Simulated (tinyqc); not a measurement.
Inside a calculation (part 1 of 2). Method: CCD on RHF in the sto-3g basis, for BH3, spin multiplicity 1. Computed by tinyqc, a small Python program that keeps every step (integrals from PySCF). Settings: charge = 0, multiplicity = 1, basis = sto-3g, method = RHF, energy threshold = 1e-10, iteration cap = 60, orthogonalisation = symmetric, start = core, DIIS depth = 6, amplitude equations = CCD, DIIS depth for amplitudes = 0, cap on updates = 77. Command: `OMP_NUM_THREADS=1 python tinyqc.py 20401 20402 out.jsonl` (the two numbers bound the seeds that draw the settings). One thread of a shared host (Intel(R) Xeon(R) Processor @ 2.60GHz), about 0.1 s of CPU time with the checks. The early iterations of the SCF are left out here.

## One-electron integrals

Geometry (angstrom):

| atom | x | y | z |
|---|---|---|---|
| B | 0.0000 | 0.0000 | 0.0370 |
| H | 1.3490 | 0.0000 | 0.0000 |
| H | -0.6740 | 1.1680 | 0.0000 |
| H | -0.6740 | -1.1680 | 0.0000 |

Basis sto-3g: exponents (1/bohr^2) and contraction coefficients of normalised primitives:

| element | l (shell) | exponent | coefficient |
|---|---|---|---|
| B | s (1) | 48.7911 | 0.1543 |
| B | s (1) | 8.8874 | 0.5353 |
| B | s (1) | 2.4053 | 0.4446 |
| B | s (2) | 2.2370 | -0.1000 |
| B | s (2) | 0.5198 | 0.3995 |
| B | s (2) | 0.1691 | 0.7001 |
| B | p (3) | 2.2370 | 0.1559 |
| B | p (3) | 0.5198 | 0.6077 |
| B | p (3) | 0.1691 | 0.3920 |
| H | s (1) | 3.4253 | 0.1543 |
| H | s (1) | 0.6239 | 0.5353 |
| H | s (1) | 0.1689 | 0.4446 |

Overlap, kinetic and nuclear-attraction integrals over the contracted functions; the nuclear repulsion is the sum of Za Zb / Rab.

nuclear repulsion = 6.562895 hartree

overlap S:
```
         1B 1s   1B 2s   1B 2px   1B 2py   1B 2pz    2H 1s    3H 1s    4H 1s
1B 1s   1.0000  0.2693   0.0000   0.0000   0.0000   0.0463   0.0464   0.0464
1B 2s   0.2693  1.0000   0.0000   0.0000   0.0000   0.3969   0.3972   0.3972
1B 2px  0.0000  0.0000   1.0000   0.0000   0.0000   0.4306  -0.2153  -0.2153
1B 2py  0.0000  0.0000   0.0000   1.0000   0.0000   0.0000   0.3731  -0.3731
1B 2pz  0.0000  0.0000   0.0000   0.0000   1.0000  -0.0118  -0.0118  -0.0118
2H 1s   0.0463  0.3969   0.4306   0.0000  -0.0118   1.0000   0.0669   0.0669
3H 1s   0.0464  0.3972  -0.2153   0.3731  -0.0118   0.0669   1.0000   0.0669
4H 1s   0.0464  0.3972  -0.2153  -0.3731  -0.0118   0.0669   0.0669   1.0000
```

kinetic energy T (hartree):
```
          1B 1s    1B 2s   1B 2px   1B 2py   1B 2pz    2H 1s    3H 1s    4H 1s
1B 1s   10.8263  -0.0480   0.0000   0.0000   0.0000  -0.0130  -0.0130  -0.0130
1B 2s   -0.0480   0.3592   0.0000   0.0000   0.0000   0.0537   0.0538   0.0538
1B 2px   0.0000   0.0000   1.1239   0.0000   0.0000   0.1571  -0.0786  -0.0786
1B 2py   0.0000   0.0000   0.0000   1.1239   0.0000   0.0000   0.1362  -0.1362
1B 2pz   0.0000   0.0000   0.0000   0.0000   1.1239  -0.0043  -0.0043  -0.0043
2H 1s   -0.0130   0.0537   0.1571   0.0000  -0.0043   0.7600  -0.0114  -0.0114
3H 1s   -0.0130   0.0538  -0.0786   0.1362  -0.0043  -0.0114   0.7600  -0.0114
4H 1s   -0.0130   0.0538  -0.0786  -0.1362  -0.0043  -0.0114  -0.0114   0.7600
```

nuclear attraction V (hartree):
```
           1B 1s    1B 2s   1B 2px   1B 2py   1B 2pz    2H 1s    3H 1s    4H 1s
1B 1s   -24.3240  -3.4563   0.0000   0.0000   0.0012  -0.5966  -0.5972  -0.5972
1B 2s    -3.4563  -4.9260   0.0000   0.0000   0.0111  -1.6469  -1.6481  -1.6481
1B 2px    0.0000   0.0000  -4.9427   0.0000   0.0000  -1.6779   0.8391   0.8391
1B 2py    0.0000   0.0000   0.0000  -4.9429   0.0000   0.0000  -1.4541   1.4541
1B 2pz    0.0012   0.0111   0.0000   0.0000  -4.8002   0.0478   0.0479   0.0479
2H 1s    -0.5966  -1.6469  -1.6779   0.0000   0.0478  -3.6254  -0.2660  -0.2660
3H 1s    -0.5972  -1.6481   0.8391  -1.4541   0.0479  -0.2660  -3.6260  -0.2660
4H 1s    -0.5972  -1.6481   0.8391   1.4541   0.0479  -0.2660  -0.2660  -3.6260
```

core Hamiltonian H = T + V (hartree):
```
           1B 1s    1B 2s   1B 2px   1B 2py   1B 2pz    2H 1s    3H 1s    4H 1s
1B 1s   -13.4977  -3.5042   0.0000   0.0000   0.0012  -0.6096  -0.6102  -0.6102
1B 2s    -3.5042  -4.5668   0.0000   0.0000   0.0111  -1.5932  -1.5943  -1.5943
1B 2px    0.0000   0.0000  -3.8188   0.0000   0.0000  -1.5208   0.7605   0.7605
1B 2py    0.0000   0.0000   0.0000  -3.8190   0.0000   0.0000  -1.3179   1.3179
1B 2pz    0.0012   0.0111   0.0000   0.0000  -3.6763   0.0435   0.0436   0.0436
2H 1s    -0.6096  -1.5932  -1.5208   0.0000   0.0435  -2.8653  -0.2774  -0.2774
3H 1s    -0.6102  -1.5943   0.7605  -1.3179   0.0436  -0.2774  -2.8660  -0.2774
4H 1s    -0.6102  -1.5943   0.7605   1.3179   0.0436  -0.2774  -0.2774  -2.8660
```

## Two-electron integrals

Functions are numbered as in S; the eight-fold symmetry (ij|kl) = (ji|kl) = (kl|ij) leaves the list below.

Two-electron integrals (ij|kl) in chemists' order, unique and non-zero (hartree):
```
(11|11) 2.9235      (21|11) 0.5184      (21|21) 0.1093      (22|11) 0.7442
(22|21) 0.1932      (22|22) 0.5448      (31|31) 0.0203      (32|31) 0.0300
(32|32) 0.1203      (33|11) 0.7425      (33|21) 0.1932      (33|22) 0.5447
(33|33) 0.5868      (41|41) 0.0203      (42|41) 0.0300      (42|42) 0.1203
(43|43) 0.0316      (44|11) 0.7425      (44|21) 0.1932      (44|22) 0.5447
(44|33) 0.5235      (44|44) 0.5868      (51|51) 0.0203      (52|51) 0.0300
(52|52) 0.1203      (53|53) 0.0316      (54|54) 0.0316      (55|11) 0.7425
(55|21) 0.1932      (55|22) 0.5447      (55|33) 0.5235      (55|44) 0.5235
(55|55) 0.5868      (61|11) 0.0887      (61|21) 0.0186      (61|22) 0.0331
(61|31) 0.0013      (61|32) 0.0025      (61|33) 0.0334      (61|44) 0.0330
(61|51) -3.65e-05   (61|52) -6.77e-05   (61|53) -1.34e-05   (61|55) 0.0330
(61|61) 0.0033      (62|11) 0.2244      (62|21) 0.0592      (62|22) 0.1851
(62|31) 0.0065      (62|32) 0.0404      (62|33) 0.1956      (62|44) 0.1797
(62|51) -1.78e-04   (62|52) -0.0011     (62|53) -4.38e-04   (62|55) 0.1797
(62|61) 0.0108      (62|62) 0.0885      (63|11) 0.2142      (63|21) 0.0572
(63|22) 0.1887      (63|31) 0.0112      (63|32) 0.0649      (63|33) 0.2085
(63|44) 0.1788      (63|51) -1.48e-04   (63|52) -0.0010     (63|53) -0.0006
(63|55) 0.1788      (63|61) 0.0109      (63|62) 0.1056      (63|63) 0.1327
(64|41) 0.0058      (64|42) 0.0274      (64|43) 0.0074      (64|54) -2.04e-04
(64|64) 0.0095      (65|11) -0.0059     (65|21) -0.0016     (65|22) -0.0052
(65|31) -1.48e-04   (65|32) -0.0010     (65|33) -0.0053     (65|44) -0.0049
(65|51) 0.0058      (65|52) 0.0274      (65|53) 0.0075      (65|55) -0.0053
(65|61) -2.99e-04   (65|62) -0.0029     (65|63) -0.0034     (65|65) 0.0095
(66|11) 0.3888      (66|21) 0.1045      (66|22) 0.3701      (66|31) 0.0135
(66|32) 0.1124      (66|33) 0.4129      (66|44) 0.3484      (66|51) -3.70e-04
(66|52) -0.0031     (66|53) -0.0018     (66|55) 0.3485      (66|61) 0.0194
(66|62) 0.2298      (66|63) 0.2971      (66|65) -0.0081     (66|66) 0.7746
(71|11) 0.0888      (71|21) 0.0187      (71|22) 0.0331      (71|31) -0.0007
(71|32) -0.0012     (71|33) 0.0331      (71|41) 0.0012      (71|42) 0.0021
(71|43) -2.13e-04   (71|44) 0.0334      (71|51) -3.66e-05   (71|52) -6.78e-05
(71|53) 6.73e-06    (71|54) -1.17e-05   (71|55) 0.0330      (71|61) 0.0031
(71|62) 0.0099      (71|63) 0.0094      (71|64) 3.89e-04    (71|65) -2.75e-04
(71|66) 0.0174      (71|71) 0.0033      (72|11) 0.2246      (72|21) 0.0593
(72|22) 0.1852      (72|31) -0.0033     (72|32) -0.0202     (72|33) 0.1838
(72|41) 0.0056      (72|42) 0.0351      (72|43) -0.0069     (72|44) 0.1918
(72|51) -1.79e-04   (72|52) -0.0011     (72|53) 2.19e-04    (72|54) -3.80e-04
(72|55) 0.1798      (72|61) 0.0099      (72|62) 0.0572      (72|63) 0.0549
(72|64) 0.0068      (72|65) -0.0018     (72|66) 0.1124      (72|71) 0.0108
(72|72) 0.0886      (73|11) -0.1071     (73|21) -0.0286     (73|22) -0.0944
(73|31) 0.0071      (73|32) 0.0368      (73|33) -0.0987     (73|41) -0.0023
(73|42) -0.0162     (73|43) 0.0097      (73|44) -0.0950     (73|51) 7.39e-05
(73|52) 0.0005      (73|53) -3.06e-04   (73|54) 1.76e-04    (73|55) -0.0894
(73|61) -0.0043     (73|62) -0.0216     (73|63) -0.0162     (73|64) -0.0018
(73|65) 0.0007      (73|66) -0.0379     (73|71) -0.0055     (73|72) -0.0528
(73|73) 0.0403      (74|11) 0.1856      (74|21) 0.0496      (74|22) 0.1636
(74|31) -0.0023     (74|32) -0.0162     (74|33) 0.1581      (74|41) 0.0098
(74|42) 0.0555      (74|43) -0.0093     (74|44) 0.1775      (74|51) -1.28e-04
(74|52) -0.0009     (74|53) 1.76e-04    (74|54) -0.0005     (74|55) 0.1549
(74|61) 0.0083      (74|62) 0.0510      (74|63) 0.0488      (74|64) 0.0109
(74|65) -0.0016     (74|66) 0.1008      (74|71) 0.0095      (74|72) 0.0915
(74|73) -0.0534     (74|74) 0.1020      (75|11) -0.0059     (75|21) -0.0016
(75|22) -0.0052     (75|31) 7.39e-05    (75|32) 0.0005      (75|33) -0.0050
(75|41) -1.28e-04   (75|42) -0.0009     (75|43) 1.76e-04    (75|44) -0.0052
(75|51) 0.0058      (75|52) 0.0274      (75|53) -0.0037     (75|54) 0.0065
(75|55) -0.0053     (75|61) -2.75e-04   (75|62) -0.0018     (75|63) -0.0017
(75|64) -2.09e-04   (75|65) 0.0056      (75|66) -0.0037     (75|71) -3.00e-04
(75|72) -0.0029     (75|73) 0.0017      (75|74) -0.0029     (75|75) 0.0096
(76|11) 0.0364      (76|21) 0.0096      (76|22) 0.0304      (76|31) 4.48e-04
(76|32) 0.0028      (76|33) 0.0307      (76|41) 0.0008      (76|42) 0.0049
(76|43) 2.87e-04    (76|44) 0.0310      (76|51) -4.91e-05   (76|52) -3.11e-04
(76|53) -4.59e-05   (76|54) -7.95e-05   (76|55) 0.0295      (76|61) 0.0017
(76|62) 0.0123      (76|63) 0.0136      (76|64) 0.0014      (76|65) -4.39e-04
(76|66) 0.0287      (76|71) 0.0017      (76|72) 0.0123      (76|73) -0.0056
(76|74) 0.0125      (76|75) -4.40e-04   (76|76) 0.0022      (77|11) 0.3889
(77|21) 0.1045      (77|22) 0.3702      (77|31) -0.0067     (77|32) -0.0562
(77|33) 0.3646      (77|41) 0.0117      (77|42) 0.0974      (77|43) -0.0279
(77|44) 0.3969      (77|51) -3.70e-04   (77|52) -0.0031     (77|53) 0.0009
(77|54) -0.0015     (77|55) 0.3485      (77|61) 0.0173      (77|62) 0.1124
(77|63) 0.1062      (77|64) 0.0175      (77|65) -0.0037     (77|66) 0.2263
(77|71) 0.0194      (77|72) 0.2300      (77|73) -0.1486     (77|74) 0.2575
(77|75) -0.0082     (77|76) 0.0287      (77|77) 0.7746      (81|11) 0.0888
(81|21) 0.0187      (81|22) 0.0331      (81|31) -0.0007     (81|32) -0.0012
(81|33) 0.0331      (81|41) -0.0012     (81|42) -0.0021     (81|43) 2.13e-04
(81|44) 0.0334      (81|51) -3.66e-05   (81|52) -6.78e-05   (81|53) 6.73e-06
(81|54) 1.17e-05    (81|55) 0.0330      (81|61) 0.0031      (81|62) 0.0099
(81|63) 0.0094      (81|64) -3.89e-04   (81|65) -2.75e-04   (81|66) 0.0174
(81|71) 0.0031      (81|72) 0.0099      (81|73) -0.0050     (81|74) 0.0079
(81|75) -2.75e-04   (81|76) 0.0016      (81|77) 0.0174      (81|81) 0.0033
(82|11) 0.2246      (82|21) 0.0593      (82|22) 0.1852      (82|31) -0.0033
(82|32) -0.0202     (82|33) 0.1838      (82|41) -0.0056     (82|42) -0.0351
(82|43) 0.0069      (82|44) 0.1918      (82|51) -1.79e-04   (82|52) -0.0011
(82|53) 2.19e-04    (82|54) 3.80e-04    (82|55) 0.1798      (82|61) 0.0099
(82|62) 0.0572      (82|63) 0.0549      (82|64) -0.0068     (82|65) -0.0018
(82|66) 0.1124      (82|71) 0.0099      (82|72) 0.0573      (82|73) -0.0333
(82|74) 0.0442      (82|75) -0.0018     (82|76) 0.0088      (82|77) 0.1124
(82|81) 0.0108      (82|82) 0.0886      (83|11) -0.1071     (83|21) -0.0286
(83|22) -0.0944     (83|31) 0.0071      (83|32) 0.0368      (83|33) -0.0987
(83|41) 0.0023      (83|42) 0.0162      (83|43) -0.0097     (83|44) -0.0950
(83|51) 7.39e-05    (83|52) 0.0005      (83|53) -3.06e-04   (83|54) -1.76e-04
(83|55) -0.0894     (83|61) -0.0043     (83|62) -0.0216     (83|63) -0.0162
(83|64) 0.0018      (83|65) 0.0007      (83|66) -0.0379     (83|71) -0.0050
(83|72) -0.0333     (83|73) 0.0245      (83|74) -0.0253     (83|75) 0.0010
(83|76) -0.0041     (83|77) -0.0683     (83|81) -0.0055     (83|82) -0.0528
(83|83) 0.0403      (84|11) -0.1856     (84|21) -0.0496     (84|22) -0.1636
(84|31) 0.0023      (84|32) 0.0162      (84|33) -0.1581     (84|41) 0.0098
(84|42) 0.0555      (84|43) -0.0093     (84|44) -0.1775     (84|51) 1.28e-04
(84|52) 0.0009      (84|53) -1.76e-04   (84|54) -0.0005     (84|55) -0.1549
(84|61) -0.0083     (84|62) -0.0510     (84|63) -0.0488     (84|64) 0.0109
(84|65) 0.0016      (84|66) -0.1008     (84|71) -0.0079     (84|72) -0.0442
(84|73) 0.0253      (84|74) -0.0298     (84|75) 0.0014      (84|76) -0.0070
(84|77) -0.0833     (84|81) -0.0095     (84|82) -0.0915     (84|83) 0.0534
(84|84) 0.1020      (85|11) -0.0059     (85|21) -0.0016     (85|22) -0.0052
(85|31) 7.39e-05    (85|32) 0.0005      (85|33) -0.0050     (85|41) 1.28e-04
(85|42) 0.0009      (85|43) -1.76e-04   (85|44) -0.0052     (85|51) 0.0058
(85|52) 0.0274      (85|53) -0.0037     (85|54) -0.0065     (85|55) -0.0053
(85|61) -2.75e-04   (85|62) -0.0018     (85|63) -0.0017     (85|64) 2.09e-04
(85|65) 0.0056      (85|66) -0.0037     (85|71) -2.75e-04   (85|72) -0.0018
(85|73) 0.0010      (85|74) -0.0014     (85|75) 0.0056      (85|76) -3.05e-04
(85|77) -0.0037     (85|81) -3.00e-04   (85|82) -0.0029     (85|83) 0.0017
(85|84) 0.0029      (85|85) 0.0096      (86|11) 0.0364      (86|21) 0.0096
(86|22) 0.0304      (86|31) 4.48e-04    (86|32) 0.0028      (86|33) 0.0307
(86|41) -0.0008     (86|42) -0.0049     (86|43) -2.87e-04   (86|44) 0.0310
(86|51) -4.91e-05   (86|52) -3.11e-04   (86|53) -4.59e-05   (86|54) 7.95e-05
(86|55) 0.0295      (86|61) 0.0017      (86|62) 0.0123      (86|63) 0.0136
(86|64) -0.0014     (86|65) -4.39e-04   (86|66) 0.0287      (86|71) 0.0016
(86|72) 0.0088      (86|73) -0.0041     (86|74) 0.0070      (86|75) -3.05e-04
(86|76) 0.0017      (86|77) 0.0170      (86|81) 0.0017      (86|82) 0.0123
(86|83) -0.0056     (86|84) -0.0125     (86|85) -4.40e-04   (86|86) 0.0022
(87|11) 0.0364      (87|21) 0.0096      (87|22) 0.0304      (87|31) -0.0009
(87|32) -0.0057     (87|33) 0.0312      (87|44) 0.0305      (87|51) -4.91e-05
(87|52) -3.11e-04   (87|53) 9.18e-05    (87|55) 0.0295      (87|61) 0.0016
(87|62) 0.0088      (87|63) 0.0081      (87|65) -3.05e-04   (87|66) 0.0170
(87|71) 0.0017      (87|72) 0.0123      (87|73) -0.0080     (87|74) 0.0111
(87|75) -4.40e-04   (87|76) 0.0017      (87|77) 0.0287      (87|81) 0.0017
(87|82) 0.0123      (87|83) -0.0080     (87|84) -0.0111     (87|85) -4.40e-04
(87|86) 0.0017      (87|87) 0.0022      (88|11) 0.3889      (88|21) 0.1045
(88|22) 0.3702      (88|31) -0.0067     (88|32) -0.0562     (88|33) 0.3646
(88|41) -0.0117     (88|42) -0.0974     (88|43) 0.0279      (88|44) 0.3969
(88|51) -3.70e-04   (88|52) -0.0031     (88|53) 0.0009      (88|54) 0.0015
(88|55) 0.3485      (88|61) 0.0173      (88|62) 0.1124      (88|63) 0.1062
(88|64) -0.0175     (88|65) -0.0037     (88|66) 0.2263      (88|71) 0.0174
(88|72) 0.1124      (88|73) -0.0683     (88|74) 0.0833      (88|75) -0.0037
(88|76) 0.0170      (88|77) 0.2263      (88|81) 0.0194      (88|82) 0.2300
(88|83) -0.1486     (88|84) -0.2575     (88|85) -0.0082     (88|86) 0.0287
(88|87) 0.0287      (88|88) 0.7746
```

## Orthogonalisation

S = U s U^T; symmetric (Loewdin) form X = U s^(-1/2) U^T, so that X^T S X = 1.

eigenvalues of S: 0.3414  0.4379  0.4381  0.9618  1.0015  1.4949  1.4952  1.8292

X:
```
          1B 1s    1B 2s   1B 2px   1B 2py   1B 2pz    2H 1s    3H 1s    4H 1s
1B 1s    1.0328  -0.1710   0.0000   0.0000   0.0009   0.0256   0.0257   0.0257
1B 2s   -0.1710   1.2809  -0.0001   0.0000  -0.0073  -0.2604  -0.2606  -0.2606
1B 2px   0.0000  -0.0001   1.1424   0.0000   0.0000  -0.2823   0.1412   0.1412
1B 2py   0.0000   0.0000   0.0000   1.1426   0.0000   0.0000  -0.2447   0.2447
1B 2pz   0.0009  -0.0073   0.0000   0.0000   1.0002   0.0076   0.0076   0.0076
2H 1s    0.0256  -0.2604  -0.2823   0.0000   0.0076   1.1760  -0.0102  -0.0102
3H 1s    0.0257  -0.2606   0.1412  -0.2447   0.0076  -0.0102   1.1763  -0.0102
4H 1s    0.0257  -0.2606   0.1412   0.2447   0.0076  -0.0102  -0.0102   1.1763
```

## Iteration 7 (converged): orbitals

converged F (hartree):
```
          1B 1s    1B 2s   1B 2px   1B 2py   1B 2pz    2H 1s    3H 1s    4H 1s
1B 1s   -7.4243  -2.1762   0.0000   0.0000  -0.0007  -0.3850  -0.3855  -0.3855
1B 2s   -2.1762  -1.0521   0.0001   0.0000   0.0063  -0.4665  -0.4668  -0.4668
1B 2px   0.0000   0.0001  -0.1233   0.0000   0.0000  -0.3644   0.1822   0.1822
1B 2py   0.0000   0.0000   0.0000  -0.1235   0.0000   0.0000  -0.3157   0.3157
1B 2pz  -0.0007   0.0063   0.0000   0.0000   0.2436   0.0071   0.0071   0.0071
2H 1s   -0.3850  -0.4665  -0.3644   0.0000   0.0071  -0.3126  -0.0926  -0.0926
3H 1s   -0.3855  -0.4668   0.1822  -0.3157   0.0071  -0.0926  -0.3129  -0.0926
4H 1s   -0.3855  -0.4668   0.1822   0.3157   0.0071  -0.0926  -0.0926  -0.3129
```

Diagonalise F' = X^T F X, C = X C', fill 4 alpha and 4 beta electrons from the bottom; D = 2 C_occ C_occ^T. Each column has its largest component positive (the first on a tie).

F' = X^T F X (hartree):
```
         1        2        3        4        5        6        7        8
1  -7.2318  -1.1832   0.0000   0.0000   0.0005  -0.0222  -0.0224  -0.0224
2  -1.1832  -0.2598   0.0000   0.0000  -0.0049  -0.3369  -0.3371  -0.3371
3   0.0000   0.0000   0.1654   0.0000   0.0000  -0.4239   0.2120   0.2120
4   0.0000   0.0000   0.0000   0.1655   0.0000   0.0000  -0.3673   0.3673
5   0.0005  -0.0049   0.0000   0.0000   0.2440   0.0089   0.0089   0.0089
6  -0.0222  -0.3369  -0.4239   0.0000   0.0089   0.0172  -0.0245  -0.0245
7  -0.0224  -0.3371   0.2120  -0.3673   0.0089  -0.0245   0.0172  -0.0246
8  -0.0224  -0.3371   0.2120   0.3673   0.0089  -0.0245  -0.0246   0.0172
```

orbital energies (hartree): MO1 -7.4296, MO2 -0.6168, MO3 -0.4195, MO4 -0.4194, MO5 0.2433, MO6 0.5236, MO7 0.6264, MO8 0.6268

coefficients C:
```
            MO1      MO2      MO3      MO4      MO5      MO6      MO7      MO8
1B 1s    0.9914  -0.2244   0.0000  -0.0001  -0.0142  -0.2542   0.0003   0.0000
1B 2s    0.0336   0.6125   0.0000   0.0002   0.0610   1.2221  -0.0014   0.0000
1B 2px   0.0000  -0.0001   0.0000   0.5000   0.0000   0.0010   1.0838   0.0000
1B 2py   0.0000   0.0000   0.4999   0.0000   0.0000   0.0000   0.0000   1.0841
1B 2pz  -0.0001  -0.0045   0.0000   0.0000   0.9981  -0.0661   0.0001   0.0000
2H 1s   -0.0054   0.2770   0.0000   0.5369  -0.0243  -0.6614  -0.8535   0.0000
3H 1s   -0.0054   0.2773   0.4648  -0.2683  -0.0243  -0.6604   0.4278  -0.7400
4H 1s   -0.0054   0.2773  -0.4648  -0.2683  -0.0243  -0.6604   0.4278   0.7400
```

D after iteration 7:
```
          1B 1s    1B 2s   1B 2px   1B 2py   1B 2pz    2H 1s    3H 1s    4H 1s
1B 1s    2.0663  -0.2084   0.0000   0.0000   0.0018  -0.1351  -0.1351  -0.1351
1B 2s   -0.2084   0.7525   0.0000   0.0000  -0.0055   0.3391   0.3392   0.3392
1B 2px   0.0000   0.0000   0.4999   0.0000   0.0000   0.5368  -0.2683  -0.2683
1B 2py   0.0000   0.0000   0.0000   0.4999   0.0000   0.0000   0.4648  -0.4648
1B 2pz   0.0018  -0.0055   0.0000   0.0000   0.0000  -0.0025  -0.0025  -0.0025
2H 1s   -0.1351   0.3391   0.5368   0.0000  -0.0025   0.7301  -0.1345  -0.1345
3H 1s   -0.1351   0.3392  -0.2683   0.4648  -0.0025  -0.1345   0.7299  -0.1344
4H 1s   -0.1351   0.3392  -0.2683  -0.4648  -0.0025  -0.1345  -0.1344   0.7299
```

## Convergence

Stop when the energy changes by less than 1e-10 hartree and every element of the error matrix X^T (F D S - S D F) X is below 3e-06.

Course of the cycle:

| iteration | E (hartree) | change | largest element of the error matrix |
|---|---|---|---|
| 1 | -23.737719 | - | 6.83e-01 |
| 2 | -25.967272 | -2.23e+00 | 1.54e-01 |
| 3 | -26.014864 | -4.76e-02 | 1.54e-02 |
| 4 | -26.015274 | -4.10e-04 | 8.15e-04 |
| 5 | -26.015276 | -2.37e-06 | 1.94e-04 |
| 6 | -26.015277 | -7.86e-08 | 4.45e-06 |
| 7 | -26.015277 | -4.99e-11 | 1.45e-06 |

PySCF RHF in the same basis = -26.015277 hartree

Converged in 7 iterations.
